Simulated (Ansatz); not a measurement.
Relaxation of BClFH (4 atoms, charge 0, multiplicity 1), to a largest force component of 0.02 eV/Å in at most 40 steps.

Method: Ansatz, RKS r2SCAN/def2-SVP.

```xyz
4
Properties=species:S:1:pos:R:3
B 0.000 0.000 0.000
F 0.000 0.000 1.320
H 1.030 0.000 -0.595
Cl -1.611 0.000 -0.930
```

Problem. Where does it end, and by what steps?

Solution. It converged. After 5 steps the energy has fallen by 0.127 eV; Cl4 moved furthest, 0.08 Å.

```json
{"step": "0", "energy less start (eV)": "0.0000", "largest force component (eV/Å)": "1.697", "accepted": "yes"}
{"step": "1", "energy less start (eV)": "-0.0984", "largest force component (eV/Å)": "0.978", "accepted": "yes"}
{"step": "2", "energy less start (eV)": "-0.1261", "largest force component (eV/Å)": "0.168", "accepted": "yes"}
{"step": "3", "energy less start (eV)": "-0.1272", "largest force component (eV/Å)": "0.081", "accepted": "yes"}
{"step": "4", "energy less start (eV)": "-0.1273", "largest force component (eV/Å)": "0.095", "accepted": "yes"}
{"step": "5", "energy less start (eV)": "-0.1274", "largest force component (eV/Å)": "0.005", "accepted": "yes"}
```

```xyz
4
Properties=species:S:1:pos:R:3
B -0.021 0.000 -0.017
F -0.036 0.000 1.298
H 1.023 0.000 -0.611
Cl -1.546 0.000 -0.876
```

Run time: 14 s on 1 thread of Arm Neoverse V1, with other jobs on the host, peak memory 0.13 GiB.
